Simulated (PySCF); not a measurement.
```xyz
4

C      0.0000     0.0000     0.0000
H      1.0979    -0.0486    -0.0040
H     -0.5068     0.9751     0.0036
H     -0.5911    -0.9265     0.0005
```

Charge 0, multiplicity 2.

**Question.** Give the Mulliken and meta-Löwdin atomic charges from PBE-D3(BJ)/def2-TZVP // BP86-D3(BJ)/def2-SVP in PySCF 2.14.0.

**Answer.** 
```json
[
 {"atom": "C1", "Mulliken (e)": "-0.41", "meta-Löwdin (e)": "-0.39"},
 {"atom": "H2", "Mulliken (e)": "0.14", "meta-Löwdin (e)": "0.13"},
 {"atom": "H3", "Mulliken (e)": "0.14", "meta-Löwdin (e)": "0.13"},
 {"atom": "H4", "Mulliken (e)": "0.14", "meta-Löwdin (e)": "0.13"}
]
```
